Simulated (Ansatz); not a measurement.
This script makes a ladder of basis sets of AlH₃S, SMILES [AlH2][SH] with the Ansatz DFT code, driven from Python.

`alh3s.py`
```python
# -*- coding: utf-8 -*-
'''Basis-set convergence for AlH3S.'''

import ansatz as az

system = (
    az.Crystal.molecule()
    .atom('Al', [-0.5802, 0.0681, -0.1841])
    .atom('S', [1.1915, 0.3773, 1.1232])
    .atom('H', [-1.7529, -0.9939, 0.1516])
    .atom('H', [-0.7444, 1.04, -1.4938])
    .atom('H', [1.936, -0.5651, 0.3616])
)

base = system.calculation().functional('b3lyp')

energies = {}
for basis in ['STO-3G', '6-31G', '6-31G*', 'def2-SVP', 'def2-SVPD', 'def2-TZVP', 'def2-TZVPP']:
    data = base.basis(gaussian=basis).run(threads=1, backend='cpu').report
    size = data['n_frozen'] + data['n_occupied'][0] + data['n_virtual'][0]
    energies[basis] = (data['reference_energy_ev'] / 27.211386246, data['free_energy_ev'] / 27.211386246)
    print(f'{basis:14s} {size:4d} orbitals  reference {energies[basis][0]:14.6f} Ha  total {energies[basis][1]:14.6f} Ha')

last = energies['def2-TZVPP'][1]
for basis, (_, total) in energies.items():
    print(f'{basis:14s} lies {27.211386 * (total - last):9.4f} eV above def2-TZVPP')
```

How far does the total energy move along this ladder of basis sets?

Against STO-3G: 6-31G -7313.1 mHa, 6-31G* -7359.7 mHa, def2-SVP -7194.3 mHa, def2-SVPD -7203.2 mHa, def2-TZVP -7421.8 mHa and def2-TZVPP -7423.0 mHa. The last step alone is -1.20 mHa (these two sets differ little on atoms other than hydrogen).

The run itself:

```console
$ python alh3s.py
STO-3G           21 orbitals  reference    -635.078568 Ha  total    -635.078568 Ha
6-31G            32 orbitals  reference    -642.391652 Ha  total    -642.391652 Ha
6-31G*           44 orbitals  reference    -642.438224 Ha  total    -642.438224 Ha
def2-SVP         51 orbitals  reference    -642.272831 Ha  total    -642.272831 Ha
def2-SVPD        75 orbitals  reference    -642.281731 Ha  total    -642.281731 Ha
def2-TZVP        92 orbitals  reference    -642.500379 Ha  total    -642.500379 Ha
def2-TZVPP      126 orbitals  reference    -642.501578 Ha  total    -642.501578 Ha
STO-3G         lies  201.9904 eV above def2-TZVPP
6-31G          lies    2.9912 eV above def2-TZVPP
6-31G*         lies    1.7240 eV above def2-TZVPP
def2-SVP       lies    6.2245 eV above def2-TZVPP
def2-SVPD      lies    5.9823 eV above def2-TZVPP
def2-TZVP      lies    0.0326 eV above def2-TZVPP
def2-TZVPP     lies    0.0000 eV above def2-TZVPP
```

Reading the output:
- The drop along the ladder measures the basis error, and is no property of the molecule.
- The geometry is a force-field or estimated start, not a minimum of this method, and the last set is no limit. Much of the fall in a total is atomic energy, which cancels in bond and reaction energies.
- b3lyp holds the VWN-RPA fit, as in Gaussian; the form of ORCA and Turbomole is b3lyp5.
- Totals across families of basis sets mostly measure their core functions.
- It ran for 8.6 s on 1 thread of Arm Neoverse V1, on a shared host, peak memory 0.24 GiB.
